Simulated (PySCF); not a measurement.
## Relaxation of doublet H2NO

Method: UPBE0/[N def2-TZVP, O def2-TZVP, H def2-TZVP], no relativity, density fitting, PySCF. A (50,194) grid was used.

A hand-made trigonal pyramidal start, of Cs symmetry, held to at least that symmetry:

Coordinates in bohr (charge 0 multiplicity 2):
```
N     0.0000   -1.0866    0.0000
O     0.1551    1.1189    0.0000
H    -1.2305   -1.3305   -1.4883
H    -1.2305   -1.3305    1.4883
```

(1) What forces act on the atoms at the start (eV/Å)?

(2) What does it relax to?

(3) How much energy is released, and in how many steps?

## Answers

(1) 
```csv
atom,Fx,Fy,Fz
N1,-4.73,-7.15,0.00
O2,3.50,11.70,0.00
H3,0.61,-2.28,-1.02
H4,0.61,-2.28,1.02
```

(2) It ends at Cs with N–H 1.015 Å (×2), N–O 1.263 Å; H–N–H 118.9°, H–N–O 119.7° (×2) (after a last refinement on a finer grid). A frequency run shows a minimum. Other isomers or separated fragments may lie lower.

(3) 146.0 kJ/mol in 9 steps.

The relaxation took 9.2 s on 2 threads of a shared Arm Neoverse V1 host, with 74 basis functions and 10 gradients; the process peaked at 0.49 GiB.
